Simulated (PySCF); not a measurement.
Spectrum to structure. Method used: TDDFT B3LYP/def2-SVPD, vertical, gas phase, core orbitals frozen in the response in PySCF 2.14.0, density-fitted response routines. Geometries: PBE0-D3(BJ)/def2-SVP, one conformer each.

| state | E (eV) | λ (nm) | f |
| --- | --- | --- | --- |
| S1 | 6.09 | 203.6 | 0.297 |
| S2 | 6.36 | 195.0 | 0.0001 |
| S3 | 6.55 | 189.2 | 0.0012 |
| S4 | 6.96 | 178.1 | 0.0005 |
| S5 | 7.38 | 168.1 | 0.010 |
| S6 | 7.54 | 164.4 | 0.037 |
| S7 | 7.68 | 161.5 | 0.0099 |
| S8 | 7.92 | 156.5 | 0.0027 |
| S9 | 8.20 | 151.2 | 0.0001 |
| S10 | 8.59 | 144.3 | 0.093 |

Triplets computed (Tamm–Dancoff): 3.64, 5.93, 6.13, 6.39 eV.

Orbital energies (eV): HOMO-3 -10.22, HOMO-2 -10.16, HOMO-1 -9.53, HOMO -7.76, LUMO -1.69, LUMO+1 0.09, LUMO+2 0.17.

Question: Which candidate is it? All have the formula C4H4FN.
A. `N#CC/C=C/F`
B. `C/C(C#N)=C/F`
C. `F/C=C\[C@H]1C=N1`

Answer: B. Its S1 lies at 6.09 eV; the nearest of the others has S1 at 6.84 eV. S1 is HOMO→LUMO (92%). Löwdin shares by element: HOMO carbon 51% or more, nitrogen 16%, fluorine 12% (atoms not listed hold the other 21%); LUMO carbon 65% or more, nitrogen 17% (atoms not listed hold the other 18%). At the same level the other candidates give, for their lowest levels:
- `F/C=C\[C@H]1C=N1`: 4.44 eV (f 0.019); 6.32 eV (f 0.121); 6.41 eV (f 0.030); 6.57 eV (f 0.356); 6.75 eV (f 0.017); T1 3.72 eV; HOMO -6.83, LUMO -1.27 eV
- `N#CC/C=C/F`: 6.84 eV (f 0.100); 7.20 eV (f 0.057); 7.28 eV (f 0.037); 7.40 eV (f 0.071); 7.44 eV (f 0.048); T1 4.40 eV; HOMO -7.91, LUMO -0.75 eV
